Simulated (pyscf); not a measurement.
`[O]=[Si]=[O]` + `[NH3]` → `[NH2][Si](=[O])[OH]`, an addition across a multiple bond or ene-type step (singlet surface; H–N broken, H–O, N–Si formed). Structures and frequencies: ωB97X-D3(BJ)/def2-SVP in PySCF. Correlated levels are frozen-core, on RHF or UHF. ΔMP2 is the change of the MP2 total energy from the triple- to the quadruple-zeta basis. Energies in eV from the separated reactants.

Small-basis levels: PySCF, no dispersion term, spherical d functions. AM1 to PM7: differences of heats of formation from MOPAC. Cost: rough CPU time at the saddle relative to B3LYP/6-31G*, from one job on a shared machine.

| level | barrier | reaction energy | cost |
|---|---|---|---|
| HF/STO-3G | -0.58 | -3.70 | 0.04 |
| HF/3-21G | -1.65 | -4.40 | 0.05 |
| MP2/6-31G* | -0.66 | -2.61 | 0.09 |
| SVWN5/6-31G* | -1.64 | -3.10 | 0.7 |
| B3LYP/STO-3G | -1.19 | -2.57 | 0.6 |
| B3LYP/3-21G | -1.76 | -3.48 | 0.8 |
| B3LYP/LANL2DZ | -0.90 | -3.03 | 0.7 |
| M06-2X/6-31G* | -1.05 | -3.07 | 2 |
| B3LYP/6-311+G** | -0.58 | -2.65 | 1 |
| B3LYP/def2-SVP | -0.85 | -2.79 | 0.8 |
| PM6 | -0.84 | -3.25 | under 0.02 |
| PM7 | 0.18 | -1.82 | under 0.02 |
| CCSD(T)/def2-TZVPP + ΔMP2(QZVPP) | -0.74 | -2.85 | – |

Against the last row the barrier runs from -1.02 (B3LYP/3-21G) to +0.92 eV (PM7). CCSD(T)/def2-TZVPP + ΔMP2(QZVPP) has limits of its own. On the reactant side the descent ends in an adduct with a N–Si contact, 1.74 eV under the separated species and 0.79 eV under the saddle at ωB97X-D3(BJ)/def2-TZVP. At CCSD(T) the saddle lies under the separated reactants, which points to a path from their complex (located at ωB97X-D3(BJ) alone). What is counted as formed (N–Si) is already present as a longer contact in the reactant adduct; forming that adduct is a step of its own. At ωB97X-D3(BJ) the barrier from the zero used here is -0.94 eV. One saddle was located; it need not be the lowest between these sides. The CCSD(T) − MP2 part came from Ansatz, without density fitting, on the same reference.
